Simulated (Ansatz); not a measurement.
C4H7NO can be A, `CCN=C=CO`, or B, `CCOCC#N`.

Gas-phase electronic energies from Ansatz, PBE0-D4/def2-TZVP geometries. CCSD(T)/CBS adds triple-zeta CCSD(T) − MP2 to the extrapolated MP2 energy (def2 sets, frozen cores). Functionals use def2-TZVPP. B3LYP here is the variant with VWN-RPA as its local correlation; programs differ in this. Each species was taken in one conformer, which may not be the lowest.

(1) Which isomer does CCSD(T)/CBS put lower? Give the gap. (An estimate is asked.)

(2) Give E(B) − E(A) in kcal/mol with ωB97M-V, B2PLYP, CCSD(T)/def2-TZVPP, CCSD/def2-TZVPP, B3LYP, r2SCAN-D4, HF/def2-TZVPP. (An estimate is asked.)

Largest T1 diagnostic: 0.013.

Answers

(1) Ansatz gave: B, by 24.7 kcal/mol.

(2) Computed: ωB97M-V -23.6, B2PLYP -23.3, CCSD(T)/def2-TZVPP -26.3, CCSD/def2-TZVPP -27.3, B3LYP -19.6, r2SCAN-D4 -19.0, HF/def2-TZVPP -29.6. None reverses the order clearly.

In def2-TZVPP, CCSD(T) changes the Hartree–Fock value by +3.3 kcal/mol (the triples alone add +1.0 kcal/mol) and MP2 by +2.0 kcal/mol. From PBE to PBE0 (25 % exact exchange), in def2-TZVPP and without D4, E(B) − E(A) moves by −2.9 kcal/mol.
